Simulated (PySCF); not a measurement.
Constitutional and geometric isomers with formula C2H3N. Gas-phase values, no solvent. Strings in code marks are SMILES.

Calculation: PySCF with PBE-D3(BJ)/def2-TZVP // PBE0-D3(BJ)/def2-TZVP. All candidates: neutral, multiplicity 1. 

```json
{
  "HOMO": "-7.05 eV",
  "HOMO–LUMO gap": "6.66 eV",
  "LUMO": "-0.39 eV"
}
```

Question: Which member has these values?
A) `C#CN`
B) `C=C=N`
C) `[C-]#[N+]C`
D) `CC#N`

Answer: C, `[C-]#[N+]C`. The others give `C=C=N`: -5.73 eV, 4.54 eV, -1.20 eV; `C#CN`: -5.27 eV, 5.24 eV, -0.03 eV; `CC#N`: -8.10 eV, 7.92 eV, -0.19 eV
